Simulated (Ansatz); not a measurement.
What does this script print? It uses the Python package of Ansatz (0.2.0).

Script `freq.py`:
```python
"""Harmonic frequencies of C3H4F at its relaxed geometry."""

import itertools

import ansatz
from ase.data import atomic_numbers, covalent_radii
import numpy as np

GEOMETRY = """
C     1.18020   -0.25970   -0.46950
C     0.00990    0.36150    0.22440
C    -1.23610    0.00970   -0.09820
F     0.21720    1.30440    1.18150
H     2.12530    0.20220   -0.11490
H     1.20820   -1.35080   -0.26470
H    -1.42440   -0.73670   -0.86440
H    -2.08020    0.46940    0.40570
"""

geometry = ansatz.Crystal.molecule()
for line in GEOMETRY.strip().splitlines():
    symbol, *xyz = line.split()
    geometry = geometry.atom(symbol, [float(v) for v in xyz])

job = (
    geometry.calculation()
    .basis(gaussian="def2-SVP")
    .functional("pbe0")
    .spin("collinear", total=1)
)
symbols = [site.symbol for site in geometry.cartesian_sites]
start = np.array([site.position_ang for site in geometry.cartesian_sites], dtype=float)
def progress(event):
    if event["event"] == "relax_step":
        row = event["data"]
        print(f"step {row['step']:3d}  E = {row['lagrangian_ev']:.6f} eV  largest force component {row['allowed_force_max_ev_ang']:.4f} eV/A")


rep = job.relax(force_tolerance=0.003).session().plan().execute(on_event=progress).report
end = np.array(rep["positions_ang"])

# pairs closer than 1.2 times the sum of covalent radii, before or after
radius = [covalent_radii[atomic_numbers[s]] for s in symbols]
span = lambda where, i, j: np.linalg.norm(where[i] - where[j])
bonded = [(i, j) for i, j in itertools.combinations(range(len(symbols)), 2) if min(span(start, i, j), span(end, i, j)) < 1.2 * (radius[i] + radius[j])]
print("pair        before    after (A)")
for i, j in bonded:
    print(f"{symbols[i]}{i}-{symbols[j]}{j}".ljust(10), f"{span(start, i, j):8.4f} {span(end, i, j):8.4f}")

# frequencies need a stationary point, so they are taken at the relaxed geometry
minimum = ansatz.Crystal.molecule()
for symbol, place in zip(symbols, end):
    minimum = minimum.atom(symbol, place.tolist())
vibrating = (
    minimum.calculation()
    .basis(gaussian="def2-SVP")
    .functional("pbe0")
    .spin("collinear", total=1)
    .phonons(temperatures=(100, 500, 100))
)
vib = vibrating.run(threads=1, backend="cpu").report["vibrations"]
sums = vib["harmonic_sums"]
modes = [m["omega_inv_cm"] for m in sums["modes_at_gamma"] if m["rigid_motion"] == "no"]
print("frequencies (1/cm):", " ".join(f"{w:.0f}" for w in modes))
print("imaginary modes:", sum(w < 0 for w in modes), " zero-point energy:", round(sums["zero_point_energy_ev"], 4), "eV")
print("T (K)   F_vib (eV)   S_vib (meV/K)   C_vib (meV/K)")
for row in zip(sums["temperatures_k"], sums["vibrational_free_energy_ev"], vib["entropy_ev_per_k"], vib["heat_capacity_ev_per_k"]):
    print(f"{row[0]:6.1f} {row[1]:11.4f} {1000 * row[2]:13.4f} {1000 * row[3]:15.4f}")
```

```console
$ python freq.py
step   1  E = -5879.472210 eV  largest force component 3.3927 eV/A
step   2  E = -5879.903975 eV  largest force component 2.0096 eV/A
step   3  E = -5880.149583 eV  largest force component 2.4097 eV/A
step   4  E = -5880.308993 eV  largest force component 0.1412 eV/A
step   5  E = -5880.310580 eV  largest force component 0.0237 eV/A
step   6  E = -5880.310791 eV  largest force component 0.0114 eV/A
step   7  E = -5880.310796 eV  largest force component 0.0098 eV/A
step   8  E = -5880.310799 eV  largest force component 0.0008 eV/A
pair        before    after (A)
C0-C1        1.4957   1.3820
C0-H4        1.1101   1.0904
C0-H5        1.1105   1.0897
C1-C2        1.3343   1.3820
C1-F3        1.3594   1.3411
C2-H6        1.0861   1.0897
C2-H7        1.0852   1.0904
frequencies (1/cm): 408 484 496 553 629 727 761 940 941 1006 1308 1373 1472 1521 3197 3202 3319 3321
imaginary modes: 0  zero-point energy: 1.5906 eV
T (K)   F_vib (eV)   S_vib (meV/K)   C_vib (meV/K)
 100.0      1.5906        0.0033          0.0191
 200.0      1.5879        0.0633          0.1944
 300.0      1.5760        0.1827          0.4057
 400.0      1.5507        0.3248          0.5840
 500.0      1.5109        0.4708          0.7237
```

Caveats:
- Total energies depend on the basis set; only differences at equal settings carry meaning.
- The frequencies are harmonic and unscaled, in a modest basis.
- The run takes the species as open-shell (spin multiplicity 2), which needn't be its ground state.
- Wall time of the script: 3.3 min on 1 thread of Intel(R) Xeon(R) Platinum 8259CL CPU @ 2.50GHz (Skylake/Cascade Lake), on a shared host, peak memory 0.31 GiB.
